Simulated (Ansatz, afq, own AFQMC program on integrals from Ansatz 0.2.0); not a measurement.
## Re, sextet: AFQMC among the cluster methods

A free Re atom.

Basis def2-TZVPP with its core potentials. Noble-gas cores (and the filled d shells of Ga–Kr and In–Xe) are frozen. Ansatz 0.2.0 and our own AFQMC program on the same integrals; the CISD trial comes from CCSD amplitudes, and released means the phaseless constraint is let go. Free AFQMC starts from the CCSD state and is never constrained. Its projection time is finite, and what remains of the start isn't in its error. Error bars are statistical, one sigma. No spin–orbit coupling. The metal's outer-core s and p shells are frozen, which shifts wave-function levels against functionals.

Determinant: UHF, the one that the program's search chose, which needn't be the lowest solution.

No full CI on the walks' own integrals is used here; CCSDT(Q) serves as the reference and is uncertain by about the last step of the cluster series.

Cautions: no spin-orbit coupling; outer-core shells of the metal frozen; the ph-AFQMC/HF walk drifts between its halves (2.3 errors).

- T1 diagnostic: 0.0228
- weight of the determinant in the CISD state: 0.914
- ⟨S²⟩ of the determinant: 8.799
- size of the correlated space: 7 electrons in 52 orbitals

Reference: CCSDT(Q), correlation energy -3.756 eV. The released energy is read at 1.50 1/Eh (meV from the phaseless value at times in 1/Eh: -3.6 ± 1.7 at 0.24, -6 ± 3 at 0.50, -6.8 ± 1.5 at 1.00, -8.3 ± 1.7 at 1.50).

| level | E − E(reference) (mEh) | share of correlation (%) |
| --- | --- | --- |
| HF | 138.01 | 0.00 |
| MP2 | 15.98 | 88.42 |
| CCSD | 6.20 | 95.51 |
| CCSD(T) | 0.78 | 99.43 |
| CCSDT | 0.28 | 99.80 |
| ph-AFQMC/HF | 2.24 ± 0.49 | 98.37 |
| ph-AFQMC/CISD | 0.53 ± 0.08 | 99.62 |
| released AFQMC | 0.22 ± 0.06 | 99.84 |
| free AFQMC | 0.10 ± 0.05 | 99.92 |

Free projections are given only where their last times agree within the noise and don't stop above the reference; a slow remainder of the start can still hide under it. A walk keeps the symmetry of its determinant, which the program's search chose and which needn't be the lowest solution, so a lower state of the same spin and another symmetry isn't excluded. Released energies are given only where the last usable release times agree within the noise; a slower fall can still hide under it.
